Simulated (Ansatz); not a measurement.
Geometry optimisation, RKS PBE/def2-mTZVP in Ansatz 0.2.0.

Input:

```yaml
crystal:
  periodic: [false, false, false]
  atoms:
    - { symbol: B, position_ang: [0.0, 0.0, 0.0] }
    - { symbol: H, position_ang: [0.0, 0.0, 1.19] }
    - { symbol: "N", position_ang: [1.3423, 0.0, -0.775] }
    - { symbol: H, position_ang: [1.8089, -0.9179, -1.0268] }
    - { symbol: H, position_ang: [1.7937, 0.9179, -1.0532] }
    - { symbol: C, position_ang: [-1.3856, 0.0, -0.8] }
    - { symbol: H, position_ang: [-1.9458, -0.9305, -0.5708] }
    - { symbol: H, position_ang: [-1.9898, 0.8797, -0.4946] }
    - { symbol: H, position_ang: [-1.1839, 0.0508, -1.8903] }
basis:
  gaussian: { orbitals: def2-mTZVP }
hamiltonian:
  xc: pbe
relax:
  f_tol: 0.02
  max_steps: 40
output:
  orbitals: {}
```

Command:

```bash
$ ansatz run input.yaml --threads 1 --pin off --max-ram 2048MiB --backend cpu --events-out ev --progress --plain --runs-dir out
```

Q: Where does it end, and by what steps?

A: It converged. After 11 steps the energy has fallen by 1.763 eV; H4 moved furthest, 1.12 Å.

| step | energy less start (eV) | largest force component (eV/Å) | accepted |
| --- | --- | --- | --- |
| 0 | 0.0000 | 1.952 | yes |
| 1 | -0.2663 | 1.097 | yes |
| 2 | -0.5399 | 1.141 | yes |
| 3 | -0.8546 | 1.656 | yes |
| 4 | -1.2506 | 0.980 | yes |
| 5 | -1.5098 | 1.271 | yes |
| 6 | -1.6927 | 0.522 | yes |
| 7 | -1.7160 | 0.704 | yes |
| 8 | -1.7600 | 0.174 | yes |
| 9 | -1.7578 | 0.468 | no |
| 10 | -1.7627 | 0.028 | yes |
| 11 | -1.7629 | 0.010 | yes |

```xyz
9
Properties=species:S:1:pos:R:3
B 0.035 -0.157 -0.074
H 0.068 -0.485 1.088
N 1.268 -0.021 -0.723
H 2.163 -0.181 -0.268
H 1.361 0.248 -1.701
C -1.333 0.102 -0.810
H -1.981 -0.790 -0.760
H -1.904 0.899 -0.302
H -1.239 0.386 -1.870
```

Time of the run: 20 s on 1 thread of Arm Neoverse V2 (shared host), peak memory 0.13 GiB.
